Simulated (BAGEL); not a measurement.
# HF (hydrogen fluoride) at CASPT2(8,5)/cc-pVTZ (density fitting with qzvpp-jkfit)

What is the energy change on altering one bond length of HF (hydrogen fluoride) at CASPT2(8,5)/cc-pVTZ (density fitting with qzvpp-jkfit)? 

The calculation is run with BAGEL 1.2.2.

1 further run of the same task is left out (set aside as unsound or not needed). Runs told in other sessions of the task aren't counted.

### 1 The molecule

The species is HF (2 atoms), meant as a singlet with charge 0. SMILES: `F`. Geometry: relaxed at PBE0-D4/def2-TZVP.

Bond lengths: F1–H2 0.920 Å.

### 2 A single-point energy at CASPT2(8,5)/cc-pVTZ (density fitting with qzvpp-jkfit)

Input file input.json:

```json
{ "bagel": [

{
  "title": "molecule",
  "basis": "cc-pvtz.json",
  "df_basis": "qzvpp-jkfit",
  "angstrom": true,
  "geometry": [
    { "atom": "F", "xyz": [   -0.390000,    0.144600,   -0.196400 ] },
    { "atom": "H", "xyz": [    0.390000,   -0.144600,    0.196400 ] }
  ]
},
{ "title": "hf" },
{ "title": "casscf", "nstate": 1, "nact": 5, "nclosed": 1, "nspin": 0, "maxiter": 200, "natocc": true },
{ "title": "print", "file": "orbitals.molden", "orbitals": true },
{ "title": "smith", "method": "caspt2", "ms": true, "xms": true, "sssr": true, "shift": 0.0, "ncore": 1 }

]}
```

The basis set cc-pVTZ is read from a file made from the Basis Set Exchange's data (not shown).

Command:

```
BAGEL_NUM_THREADS=1 BAGEL input.json > input.out
```

Standard output:

```text
* using 1 threads per process

  ===============================================================
  ===============================================================

  *** Geometry ***

  { "atom" : "F", "xyz" : [     -0.736993,      0.273254,     -0.371142 ] },
  { "atom" : "H", "xyz" : [      0.736993,     -0.273254,      0.371142 ] },

  Number of auxiliary basis functions:       95

  Since a DF basis is specified, we compute 2- and 3-index integrals:
    o Being stored without compression. Storage requirement is 0.001 GB

  Number of basis functions:       44
  Number of electrons      :       10

    * METHOD: MOLECULE                             0.02

  *** RHF ***

  === Nuclear Repulsion ===
     5.1769523111

      * DIIS with orbital gradients will be used.

  === RHF iteration (cc-pvtz.json) ===
      0        -99.90847463          0.04173145           0.00
      1       -100.00180606          0.02530398           0.00
      2       -100.05752552          0.00182174           0.00
      3       -100.05785515          0.00029793           0.00
      4       -100.05786644          0.00005449           0.00
      5       -100.05786691          0.00001081           0.00
      6       -100.05786693          0.00000090           0.00
      7       -100.05786693          0.00000018           0.00
      8       -100.05786693          0.00000006           0.00
      9       -100.05786693          0.00000001           0.00
     10       -100.05786693          0.00000000           0.00
    * SCF iteration converged.

    * Permanent dipole moment:
           (   -0.649507,     0.240817,    -0.327085) a.u.

    * METHOD: HF                                   0.05

  ---------------------------
      CASSCF calculation
  ---------------------------

    * nstate   :      1
    * nclosed  :      1
    * nact     :      5
    * nvirt    :     38
  === CASSCF iteration (cc-pvtz.json) ===

    * Using the second-order algorithm

      0  0      -100.05889096     7.01e-04      0.00

      1  0      -100.07875360     4.22e-03      0.01

      2  0      -100.08199596     1.70e-03      0.01

      3  0      -100.08227797     1.09e-03      0.01

      4  0      -100.08232577     5.46e-04      0.01

      5  0      -100.08233568     2.55e-04      0.01

      6  0      -100.08233775     1.16e-04      0.02

      7  0      -100.08233819     5.21e-05      0.01

      8  0      -100.08233828     2.35e-05      0.02

      9  0      -100.08233830     1.06e-05      0.02

     10  0      -100.08233830     4.82e-06      0.02

     11  0      -100.08233830     2.19e-06      0.02

     12  0      -100.08233830     9.96e-07      0.02

     13  0      -100.08233830     4.54e-07      0.01

     14  0      -100.08233830     2.07e-07      0.01

     15  0      -100.08233830     9.43e-08      0.01

     16  0      -100.08233830     4.30e-08      0.01

     17  0      -100.08233830     1.96e-08      0.01

     18  0      -100.08233830     8.98e-09      0.01

    * Second-order optimization converged. *

     guess   0:   closed 1111.                open .....

  === FCI iteration ===

      0  0      -100.05742066     4.96e-02      0.00
      1  0      -100.08178511     7.77e-03      0.00
      2  0      -100.08232248     1.12e-03      0.00
      3  0      -100.08233793     1.70e-04      0.00
      4  0      -100.08233830     1.12e-05      0.00
      5  0      -100.08233830     2.37e-07      0.00
      6  0 *    -100.08233830     7.05e-15      0.00

     * ci vector, state   0, <S^2> = 0.0000
       2222.     0.9947837478
       222.2    -0.1003812027

    * METHOD: CASSCF                               0.27

    * METHOD: PRINT                                0.01

  === SMITH program ===

    * freezing 1 orbital

    * Approximate memory requirement for SMITH calulation per MPI process:
      o Storage requirement for T-amplitude, lambda, and residual is 0.00 GB
      o Storage requirement for MO integrals is 0.00 GB
    * Calculating and saving rdm4f

    * Zeroth order energy : state  0       -7.5886329436

    * CASPT2 iteration is performed using redundant basis

      ---- iteration ----

        0    -0.24274753     0.01882500      0.01
        1    -0.24417377     0.00186052      0.01
        2    -0.24421947     0.00027481      0.01
        3    -0.24421981     0.00002437      0.02
        4    -0.24421982     0.00000314      0.01
        5    -0.24421982     0.00000054      0.01

      -------------------

    * CASPT2 energy : state  0     -100.3265581195
        reference weight              0.9604052248

    * METHOD: SMITH                                0.11

  ===============================================================
```

Wall time 0.58 s (1 thread of Arm Neoverse V1, shared host).

### 3 The distorted shape

Input file input.json:

```json
{ "bagel" : [

{
  "title" : "molecule",
  "basis" : "cc-pvtz.json",
  "df_basis" : "qzvpp-jkfit",
  "angstrom" : true,
  "geometry" : [
    { "atom" : "F", "xyz" : [      -0.507038,       0.187994,      -0.255339 ] },
    { "atom" : "H", "xyz" : [       0.390000,      -0.144600,       0.196400 ] }
  ]
},

{ "title" : "hf" },

{ "title" : "casscf", "nstate" : 1, "nact" : 5, "nclosed" : 1, "maxiter" : 200, "natocc" : true },

{ "title" : "print", "file" : "orbitals.molden", "orbitals" : true },

{ "title" : "smith", "method" : "caspt2", "ms" : true, "xms" : true, "sssr" : true, "shift" : 0.0, "ncore" : 1 }

]}
```

The basis set cc-pVTZ is read from a file made from the Basis Set Exchange's data (not shown).

Command:

```
BAGEL_NUM_THREADS=1 BAGEL input.json > input.out
```

Standard output:

```text
* using 1 threads per process

  ===============================================================
  ===============================================================

  *** Geometry ***

  { "atom" : "F", "xyz" : [     -0.958163,      0.355257,     -0.482521 ] },
  { "atom" : "H", "xyz" : [      0.736993,     -0.273254,      0.371142 ] },

  Number of auxiliary basis functions:       95

  Since a DF basis is specified, we compute 2- and 3-index integrals:
    o Being stored without compression. Storage requirement is 0.001 GB

  Number of basis functions:       44
  Number of electrons      :       10

    * METHOD: MOLECULE                             0.02

  *** RHF ***

  === Nuclear Repulsion ===
     4.5015073297

      * DIIS with orbital gradients will be used.

  === RHF iteration (cc-pvtz.json) ===
      0        -99.87032427          0.04151262           0.00
      1        -99.96234293          0.02771305           0.00
      2       -100.03451922          0.00223997           0.00
      3       -100.03516927          0.00047672           0.00
      4       -100.03520255          0.00008915           0.00
      5       -100.03520385          0.00001653           0.00
      6       -100.03520389          0.00000111           0.00
      7       -100.03520389          0.00000025           0.00
      8       -100.03520389          0.00000006           0.00
      9       -100.03520389          0.00000001           0.00
     10       -100.03520389          0.00000000           0.00
    * SCF iteration converged.

    * Permanent dipole moment:
           (   -0.739685,     0.274252,    -0.372498) a.u.

    * METHOD: HF                                   0.05

  ---------------------------
      CASSCF calculation
  ---------------------------

    * nstate   :      1
    * nclosed  :      1
    * nact     :      5
    * nvirt    :     38
  === CASSCF iteration (cc-pvtz.json) ===

    * Using the second-order algorithm

      0  0      -100.03819194     1.87e-03      0.00

      1  0      -100.06311173     4.90e-03      0.02

      2  0      -100.06633645     2.32e-03      0.02

      3  0      -100.06660874     1.21e-03      0.02

      4  0      -100.06664875     5.43e-04      0.02

      5  0      -100.06665570     2.31e-04      0.02

      6  0      -100.06665691     9.65e-05      0.01

      7  0      -100.06665712     4.01e-05      0.02

      8  0      -100.06665716     1.66e-05      0.01

      9  0      -100.06665716     6.91e-06      0.01

     10  0      -100.06665716     2.87e-06      0.01

     11  0      -100.06665716     1.19e-06      0.01

     12  0      -100.06665716     4.95e-07      0.01

     13  0      -100.06665716     2.06e-07      0.01

     14  0      -100.06665716     8.57e-08      0.01

     15  0      -100.06665716     3.56e-08      0.01

     16  0      -100.06665716     1.48e-08      0.02

     17  0      -100.06665716     6.19e-09      0.01

    * Second-order optimization converged. *

     guess   0:   closed 1111.                open .....

  === FCI iteration ===

      0  0      -100.03417055     4.92e-02      0.00
      1  0      -100.06577239     8.20e-03      0.00
      2  0      -100.06661554     1.66e-03      0.00
      3  0      -100.06665653     2.32e-04      0.00
      4  0      -100.06665716     1.88e-05      0.00
      5  0      -100.06665716     1.02e-06      0.00
      6  0 *    -100.06665716     1.50e-14      0.00

     * ci vector, state   0, <S^2> = -0.0000
       2222.     0.9909089863
       222.2    -0.1328949433

    * METHOD: CASSCF                               0.27

    * METHOD: PRINT                                0.01

  === SMITH program ===

    * freezing 1 orbital

    * Approximate memory requirement for SMITH calulation per MPI process:
      o Storage requirement for T-amplitude, lambda, and residual is 0.00 GB
      o Storage requirement for MO integrals is 0.00 GB
    * Calculating and saving rdm4f

    * Zeroth order energy : state  0       -7.2048752560

    * CASPT2 iteration is performed using redundant basis

      ---- iteration ----

        0    -0.24366790     0.01545854      0.01
        1    -0.24477373     0.00129938      0.01
        2    -0.24479880     0.00017132      0.01
        3    -0.24479897     0.00001427      0.01
        4    -0.24479897     0.00000173      0.01
        5    -0.24479897     0.00000032      0.01

      -------------------

    * CASPT2 energy : state  0     -100.3114561366
        reference weight              0.9588207748

    * METHOD: SMITH                                0.11

  ===============================================================
```

Run time: 0.58 s. Hardware: 1 thread of Arm Neoverse V1, shared host.

### 4 Results

At CASPT2(8,5)/cc-pVTZ (density fitting with qzvpp-jkfit), 1 core orbital frozen:

```
                                                         quantity          value
                                        first shape: total energy  -100.32656 Eh
                                    distorted shape: total energy  -100.31146 Eh
energy change with the F1–H2 bond stretched from 0.920 to 1.058 Å       0.411 eV
```

In words: With the F1–H2 bond stretched from 0.920 to 1.058 Å the energy rises by 0.41 eV (9.5 kcal/mol). The first shape isn't relaxed at this level, so the change isn't measured from a minimum.
